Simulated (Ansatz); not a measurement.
Compare A (`C=CCCCl`) with its isomer B (`C/C=C(\C)Cl`).

Gas-phase electronic energies from Ansatz, PBE0-D4/def2-TZVP geometries. CBS: MP2 limit from def2 TZ/QZ plus the TZ coupled-cluster correction, frozen cores. Functionals use def2-TZVPP. B3LYP here is the variant with VWN-RPA as its local correlation; programs differ in this. Each species was taken in one conformer, which may not be the lowest.

A:

Z-matrix (Å, degrees):
```
C
C 1 1.492
C 1 1.517 2 113.7
H 1 1.096 2 109.7 3 120.5
H 1 1.096 2 110.1 3 -121.8
C 2 1.325 1 124.4 3 -120.0
H 2 1.087 1 116.0 3 59.6
Cl 3 1.788 1 112.1 2 -65.0
H 3 1.089 1 111.1 2 176.3
H 3 1.090 1 111.4 2 54.3
H 6 1.084 2 121.5 1 179.9
H 6 1.086 2 121.6 1 -0.4
```

B:

```xyz
12

C    -0.947    0.869    1.050
C    -0.664   -0.514    0.572
C     0.227   -0.862   -0.348
C     1.153    0.006   -1.123
Cl    0.388   -2.551   -0.754
H    -0.782    0.942    2.130
H    -0.329    1.624    0.565
H    -1.995    1.129    0.875
H    -1.250   -1.308    1.024
H     2.191   -0.287   -0.942
H     1.037    1.055   -0.854
H     0.969   -0.102   -2.195
```

(1) Which isomer does CCSD(T)/CBS put lower? Give the gap. (Estimate.)

(2) Give E(B) − E(A) in kJ/mol with HF/def2-TZVPP, ωB97M-V, B3LYP-D4, PBE-D4, CCSD(T)/def2-SVP, LDA (SPW92), CCSD/def2-TZVPP. (Estimate.)

(3) Does the order hold for the free energy at 298.15 K (harmonic terms from PBE0-D4)? (An estimate is asked.)

Largest T1 diagnostic: 0.010.

## Answers

(1) Computed: B, by 16.3 kJ/mol.

(2) The calculation gave: HF/def2-TZVPP -6.1, ωB97M-V -18.2, B3LYP-D4 -20.7, PBE-D4 -27.1, CCSD(T)/def2-SVP -18.1, LDA (SPW92) -33.4, CCSD/def2-TZVPP -14.1. None reverses the order clearly.

(3) Computed: Yes: G(B) − G(A) = -18.9 kJ/mol, for one conformer each.

From PBE to PBE0 (25 % exact exchange), in def2-TZVPP and without D4, E(B) − E(A) moves by +3.2 kJ/mol. Leaving LDA and LC-ωPBE aside and taking each functional with its dispersion term where it has one, the values, not all of them listed here, spread over 10.6 kJ/mol, from PBE-D4 to BHLYP-D4. LDA lies −6.7 kJ/mol from PBE without D4.
